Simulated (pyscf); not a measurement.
This saddle point was located with ωB97X-D3(BJ)/def2-SVP in PySCF.

```
Si
H 1 1.4804
N 1 1.8646 2 124.44
H 3 1.0208 1 114.03 2 -50.42
H 3 1.0222 4 107.61 1 124.93
H 3 1.2795 4 123.14 5 142.88
O 6 1.2198 3 130.60 4 120.66
H 7 0.9645 6 122.26 3 -124.02
Cl 1 2.0614 2 121.34 7 90.72
Cl 1 2.1410 2 94.48 7 -166.25
```

Surface: singlet, charge 0. Lowest wavenumbers (cm⁻¹): 1201i, 102, 184, 225, 259.

Name the species on either side of this saddle.

H₂N–SiH(Cl)–Cl + H₂O ⇌ NH₃ + HO–SiH(Cl)–Cl, a four-centre exchange read from left to right: N–Si, H–O broken and H–N, O–Si formed. At ωB97M-D3(BJ)/def2-TZVP it lies +0.70 eV from the left side and +1.17 eV from the right (each side as separated species at their lowest minima found). On the reactant side the descent ends in a complex (not fully relaxed), 0.29 eV under the separated species and 0.98 eV under the saddle at ωB97X-D3(BJ)/def2-TZVP. On the product side the descent ends in an adduct with a N–Si contact, 0.30 eV under the separated species and 1.45 eV under the saddle at ωB97X-D3(BJ)/def2-TZVP. What is counted as broken (N–Si) persists as a longer contact in the product adduct; parting that adduct is a step of its own. The same reactants have a lower exit, to H₂N–SiH(OH)–Cl + HCl (barrier +0.38 eV at ωB97M-D3(BJ)/def2-TZVP, against +0.70 eV here). This is the saddle that the search found; another between the same sides may lie lower.
